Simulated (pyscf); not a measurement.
`[AsH2][In]` [singlet] + `[H][H]` -> `[AsH3]` + `[InH]` [singlet], a four-centre exchange (singlet surface; As–In, H–H broken, As–H, H–In formed). Optimised with ωB97X-D3(BJ)/def2-SVP in PySCF. Energies in kcal/mol from the separated reactants.

AM1 to PM7: differences of heats of formation from MOPAC, which are fitted to 298 K values and so differ in kind from electronic energies by zero-point and thermal terms. 

Task: Quick PM7 single points give ΔE‡ = 62.7 kcal/mol and ΔE = +53.3 kcal/mol. What does ωB97M-D3(BJ)/def2-TZVP give, and how far is the quick result from it?

Result: ωB97M-D3(BJ)/def2-TZVP gives ΔE‡ = 27.7 kcal/mol and ΔE = +15.5 kcal/mol. PM7 lies 35.0 kcal/mol over it in the barrier and 37.9 kcal/mol over it in the reaction energy, so on this step it does not hold to within 3.0 kcal/mol. ωB97M-D3(BJ)/def2-TZVP has limits of its own. On the product side the descent ends in a complex, 5.2 kcal/mol under the separated species and 12.8 kcal/mol under the saddle at ωB97X-D3(BJ)/def2-TZVP. At ωB97X-D3(BJ)/def2-TZVP the barrier from the zero used here is 31.7 kcal/mol. One saddle was located; it need not be the lowest between these sides. In the def2 sets elements up to Kr have no core potential. In the def2 sets elements past Kr carry core potentials, without spin-orbit coupling.
